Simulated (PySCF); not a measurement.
# doublet [B2]+: levels of theory compared

Aim: a comparison of 3 runs (U-wB97X-V/6-31G, UB2PLYP/6-31G, UCCSD(T)/6-31G) of doublet [B2]+. 

The results are computed with PySCF 2.14.0.

## 1. The structure to begin with

The species is [B2]+ (2 atoms), typed as a doublet with charge +1. As SMILES of the parent species, `B#B`. The shape comes from GFN2-xTB, which is rough for such elements, and wasn't checked as a minimum. That shape belongs to the parent species and isn't relaxed for this state.

Bond lengths: B1–B2 1.405 Å.

## 2. The energy at U-wB97X-V/6-31G (run 1)

File job.py:

```python
from pyscf import gto, dft

mol = gto.M(
    atom='''
B      0.000000     0.000000     0.000000
B      0.000000     0.000000     1.405120
''',
    basis='6-31g',
    verbose=4,
    charge=1,
    spin=1,
    max_memory=1860,
)

mf = dft.UKS(mol, xc='wb97x-v')
mf.grids.level = 5
mf.nlcgrids.level = 1
mf.conv_tol = 1e-10
mf.kernel()
if not mf.converged:
    mf = mf.newton().run(mf.mo_coeff, mf.mo_occ)

e_final = mf.e_tot
print(f'total energy: {e_final:.8f} hartree')
```

The run is started by

```bash
$ OMP_NUM_THREADS=1 python job.py
```

The log of the run:

```text
PySCF version 2.14.0

[... 60 lines left out ...]
[... the frontier-level lines of each cycle are left out ...]
[... 3 lines left out ...]
[... 34 lines left out ...]
converged SCF energy = -48.9543078325084  <S^2> = 0.75077401  2S+1 = 2.0007739
total energy: -48.95430783 hartree
```

Wall time 4.5 s (1 thread of Arm Neoverse V2, shared host); peak memory 0.17 GiB.

## 3. The energy at UB2PLYP/6-31G (run 2)

File calc.py:

```python
from pyscf import gto, dft, mp

system = gto.Mole()
system.atom = '''
B      0.000000     0.000000     0.000000
B      0.000000     0.000000     2.655292
'''
system.basis = '6-31g'
system.charge = 1
system.unit = 'bohr'
system.verbose = 3
system.spin = 1
system.max_memory = 1860
system.build()

ks = dft.UKS(system, xc='0.53*HF + 0.47*B88, 0.73*LYP')
ks.conv_tol = 1e-10
ks.grids.level = 5
ks.kernel()
if not ks.converged:
    ks = ks.newton().run(ks.mo_coeff, ks.mo_occ)

pt = mp.MP2(ks, frozen=2).run()
e_final = ks.e_tot + 0.27 * pt.e_corr
print('PT2 part  %.8f' % (0.27 * pt.e_corr))
print('Final energy', e_final)
```

The run is started by

```bash
$ OMP_NUM_THREADS=1 python calc.py
```

The log of the run:

```text
WARN: HOMO -0.168114747059594 >= LUMO -0.168114747059596

converged SCF energy = -48.882699914075  <S^2> = 0.75170332  2S+1 = 2.0017026
E(UMP2) = -49.0411698729912  E_corr = -0.15846995891627
E(SCS-UMP2) = -49.0536796658673  E_corr = -0.170979751792356
PT2 part  -0.04278689
Final energy -48.92548680298235
```

Run time: 1.7 s. Hardware: 1 thread of Arm Neoverse V2, shared host; peak memory 0.17 GiB.

## 4. The energy at UCCSD(T)/6-31G (run 3)

File geometry.xyz:

```xyz
2

B      0.000000     0.000000     0.000000
B      0.000000     0.000000     1.405120
```

File calc.py:

```python
from pyscf import gto, scf, cc

molecule = gto.Mole()
molecule.atom = 'geometry.xyz'
molecule.verbose = 3
molecule.spin = 1
molecule.max_memory = 1860
molecule.basis = '6-31g'
molecule.charge = 1
molecule.build()

hf = scf.UHF(molecule)
hf.conv_tol = 1e-10
hf.kernel()
if not hf.converged:
    hf = hf.newton().run(hf.mo_coeff, hf.mo_occ)

mycc = cc.CCSD(hf, frozen=2)
mycc.kernel()
e_t = mycc.ccsd_t()
e_tot = mycc.e_tot + e_t
print('E = %.10f Eh' % e_tot)
```

The run is started by

```bash
$ OMP_NUM_THREADS=1 python calc.py
```

The log of the run:

```text
converged SCF energy = -48.6740915367843  <S^2> = 0.75340627  2S+1 = 2.0034034
E(UCCSD) = -48.82693110573425  E_corr = -0.1528395689499416
UCCSD(T) correction = -0.00832253257090526
E = -48.8352536383 Eh
```

Wall time 0.6 s (1 thread of Arm Neoverse V2, shared host); peak memory 0.1 GiB.

## 5. All runs side by side

```
run            level  nlc grid  frozen core orbitals  integration grid  energy (Eh)  HOMO energy (eV)  LUMO energy (eV)   ⟨S²⟩  wall time
  1  U-wB97X-V/6-31G         1                     –                 5   -48.954308            -17.19            -10.76  0.751      4.5 s
  2    UB2PLYP/6-31G         –                     2                 5   -48.925487            -15.67            -11.65  0.752      1.7 s
  3   UCCSD(T)/6-31G         –                     2                 –   -48.835254            -16.61             -9.02  0.753      0.6 s
```

## 6. Summary of results

```
                                                         quantity         value
                                              run 3: total energy  -48.83525 Eh
run 3: HOMO energy (Hartree–Fock orbitals) (highest over α and β)     -16.61 eV
 run 3: LUMO energy (Hartree–Fock orbitals) (lowest over α and β)      -9.02 eV
               run 3: correlation energy (2 core orbitals frozen)    -161.2 mEh
                                            run 3: (T) correction     -8.32 mEh
                                                      run 3: ⟨S²⟩         0.753
                                             run 3: T1 diagnostic         0.037
```

In words: Totals of different functionals can't be ranked against each other. All runs together took 6.8 s, the longest 4.5 s.
